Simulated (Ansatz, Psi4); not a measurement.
Heat of formation of C3H6 (cyclopropane) from total energies

C3H6: 9 atoms, total charge 0, spin state singlet. As SMILES, `C1CC1`. Geometry: relaxed at PBE0-D4/def2-TZVP.

Total energies at CCSD/def2-SVPD, 3 core orbitals frozen (Psi4 1.11); the atoms run unrestricted:

| species | state | energy (Eh) |
| --- | --- | --- |
| C3H6 | singlet | -117.457279 |
| C | triplet | -37.720662 |
| H | doublet | -0.499278 |

Harmonic wavenumbers at PBE0-D4/def2-TZVP, in cm⁻¹: 741, 741, 858, 915, 915, 1054, 1054, 1088, 1154, 1210, 1210, 1238, 1466, 1466, 1520, 3151, 3151, 3159, 3229, 3229, 3250.

Measured heats of formation of the gaseous atoms at 298.15 K, in kJ/mol: C 716.9, H 218.0. Take 1 Eh = 2625.50 kJ/mol, 1 cm⁻¹ = 0.0119627 kJ/mol, RT = 2.479 kJ/mol.

Task: What heat of formation follows?

Result: 
1. Electronic atomisation energy: 3 × (-37.720662) + 6 × (-0.499278) − (-117.457279) = 1.299625 Eh = 3412.2 kJ/mol.
2. Zero-point energy: half the sum of the wavenumbers, 17899.5 cm⁻¹ = 214.1 kJ/mol.
3. Thermal vibrational enthalpy, Σ hcν̃/(exp(hcν̃/kT) − 1): 1.4 kJ/mol. Translation, rotation and pV of a non-linear molecule: 4 RT = 9.9 kJ/mol.
4. The 9 free atoms carry 5/2 RT each: 55.8 kJ/mol.
5. Spin-orbit coupling lowers the free atoms by 3 × 0.02 = 0.1 kJ/mol.
6. Atomisation enthalpy at 298 K: 3412.2 − 0.1 − 214.1 − 1.4 − 9.9 + 55.8 = 3242.5 kJ/mol.
7. Sum of the atoms' heats of formation: 3458.7 kJ/mol. Heat of formation: 3458.7 − 3242.5 = +216.2 kJ/mol.

The tabulated value is +53.6 kJ/mol (Active Thermochemical Tables), so this level is off by +162.6 kJ/mol, or 4.8 % of the atomisation enthalpy that the table implies (3405.0 kJ/mol). Coupled cluster needs large bases for atomisation: in a finite one the molecule is underbound. CCSD also lacks the triples, which bind further. A double-zeta basis underbinds. Anharmonicity and any spin-orbit splitting of the molecule are left out, and so is core correlation.
